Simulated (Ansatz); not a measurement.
We consider 1T (CdI2-type) PtS2, described by LDA (Ansatz, an electronic-structure program, PAW).

Numerical settings: plane-wave cutoff 500 eV, 12×12×8 k mesh (along the axes of the cell as run), Fermi–Dirac smearing 0.05 eV, scalar-relativistic PAW data made under PBE.

Computed at the level's own relaxed cell.

Q: Estimate the volume per atom, lattice constant a and c axis length that the calculation returns.

A: 
* **volume per atom**: 16.58 Å³/atom
* **lattice constant a**: 3.562 Å
* **c axis length**: 4.527 Å

Measured, for comparison: lattice constant a 3.542 Å (temperature not stated, no zero-point or thermal correction; as tabulated in Björkman (2014), arXiv:1406.2436); lattice parameter c 5.036 Å (temperature not stated, zero-point anharmonic expansion removed (computed with revB86b-DF2); no thermal correction; as tabulated in Björkman (2014), arXiv:1406.2436). Computed (rounded) less measured: lattice constant a +0.6 %, lattice parameter c -10.1 %.

Spin–orbit coupling is not included.

Static lattice: no zero-point or thermal effects.
